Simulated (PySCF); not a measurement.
How methods differ on the electron affinity of S

S- [Ne] 3s2 3p5 (2P) → S [Ne] 3s2 3p4 (3P), as a difference of total energies. Computed with PySCF 2.14 in dyall-av3z, with the spin-free X2C one-electron Hamiltonian (Gaussian nucleus). Correlated levels: valence: [Ne] frozen; virtual orbitals above 40 to 60 times the deepest correlated orbital energy dropped. The calculations carry no spin-orbit coupling.

```csv
method,electron affinity (eV),error (eV)
UHF,0.870,-1.207
MP2 (valence),1.920,-0.157
SCS-MP2 (valence),1.917,-0.160
CCSD (valence),1.851,-0.226
CCSD(T) (valence),1.935,-0.142
```

Reference: 2.077 eV (measured; photodetachment measurements, as compiled on the Wikipedia data page of electron affinities).

Errors of the correlated levels include the incompleteness of this basis and the frozen core.
